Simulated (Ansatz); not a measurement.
`O=C=C(O)O` and `O=C=C(O)Cl` differ in one atom or group.

Ansatz, PBE0-D4/def2-TZVP geometries, multiplicity 1. Each molecule was computed in one conformer, which needn't be the lowest.

| property | `O=C=C(O)O` |
| --- | --- |
| HOMO energy (ωB97M-V/def2-TZVPP) / eV | -8.53 |
| LUMO energy (PBE/def2-TZVPP) / eV | -2.52 |
| size of the dipole moment (ωB97M-V/def2-TZVPP) / D | 1.88 |
| HOMO–LUMO gap (PBE/def2-TZVPP) / eV | 2.48 |
| HOMO–LUMO gap (ωB97M-V/def2-TZVPP) / eV | 9.49 |
| HOMO–LUMO gap (PBE0/def2-TZVPP) / eV | 4.92 |

(1) Give the same properties after the change, and the shifts. (An estimate is asked.)

## Answers

(1) The calculation gave: 
```
                                          property  `O=C=C(O)Cl`  shift
             HOMO energy (ωB97M-V/def2-TZVPP) / eV         -8.81  -0.28
                 LUMO energy (PBE/def2-TZVPP) / eV         -3.06  -0.54
size of the dipole moment (ωB97M-V/def2-TZVPP) / D          1.79  -0.09
               HOMO–LUMO gap (PBE/def2-TZVPP) / eV          2.30  -0.18
           HOMO–LUMO gap (ωB97M-V/def2-TZVPP) / eV          9.17  -0.32
              HOMO–LUMO gap (PBE0/def2-TZVPP) / eV          4.66  -0.26
```

With PBE0 the HOMO falls by 0.33 eV and the LUMO falls by 0.58 eV, so the gap narrows by about 0.25 eV. PBE moves the HOMO by -0.36 eV and ωB97M-V by -0.28 eV. The zero-point energy changes by -35.7 kJ/mol with -3 modes. Dipoles are sizes alone; their direction can turn.
